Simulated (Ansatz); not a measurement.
Species: CHN, net charge 1, doublet state. 
Coordinates optimised at B3LYP-D3(BJ)/def2-TZVP (Ansatz, a program for electronic structure):
```xyz
3

C      0.0000     0.0000    -0.7191
N      0.0000     0.0000     0.4117
H      0.0000     0.0000     1.4327
```
Charge +1, spin multiplicity 2.

Basis-set convergence of Hartree-Fock and CCSD correlation energies (hartree) with Ansatz. Cores are frozen in the correlated levels unless marked. UHF or UKS for open shells. Spin-orbit coupling is left out. Non-relativistic.

The UHF reference is spin-contaminated (<S^2> 0.28 over the pure value in the largest basis). The T1 diagnostic of CCSD in the largest basis is 0.053, which is high, so the coupled-cluster rows are less sure than usual.

```csv
basis,functions,E(HF),"E(corr, CCSD)"
cc-pVDZ,33,-92.47405,-0.25175
cc-pVTZ,74,-92.49973,-0.29917
cc-pVQZ,140,-92.50627,-0.31524
```

Extrapolating the two largest sets (X = 3 and 4) as X^-3: E(corr) = (64·(-0.31524) - 27·(-0.29917))/37 = -0.3270 Eh, an estimate of the basis-set limit. The largest set recovers 96.4 % of it, the smallest 77.0 %.
